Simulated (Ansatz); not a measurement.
Rock-salt MgO, relaxed in Ansatz (plane waves) with several semilocal functionals. Each gives its own volume and its own elastic constant C11:

| level | V0 (Å³/atom) | elastic constant C11 (GPa) | ln V0 | ln C11 |
|---|---|---|---|---|
| LDA | 8.997 | 325.3 | 2.1969 | 5.7847 |
| r²SCAN | 9.290 | 310.4 | 2.2289 | 5.7379 |
| PBEsol | 9.357 | 292.6 | 2.2361 | 5.6788 |
| PBE | 9.623 | 267.0 | 2.2642 | 5.5872 |
| BLYP | 9.758 | 250.2 | 2.2781 | 5.5223 |
| RPBE | 9.932 | 242.7 | 2.2958 | 5.4918 |

### Question
Fit a straight line to ln C11 against ln V0. What does it predict for r²SCAN+rVV10, whose volume is 9.230 Å³/atom?

### Answer
With x = ln V0 and y = ln C11: means 2.25000 and 5.63378; Σ(Δx Δy) = -0.02113, Σ(Δx²) = 0.006547, so the slope is -3.23. At x = 2.2225 the line gives y = 5.63378 + (-3.23) × (2.2225 − 2.25000) = 5.7226, or 305.7 GPa. The run with r²SCAN+rVV10 gives 319.6 GPa, +4.5 % from the line. The rows used scatter about it by up to 3.7 %, while the largest value lies 34 % above the smallest.

Measured: 306 GPa (measured, temperature not stated, not corrected to a static lattice, our sources range from 298 to 306; as tabulated in Råsander and Moram (2015), arXiv:1505.02379).

Ansatz's density-functional and Hartree–Fock values are scalar-relativistic unless marked +SOC, with PAW data made under PBE.

Ansatz is an electronic-structure program.
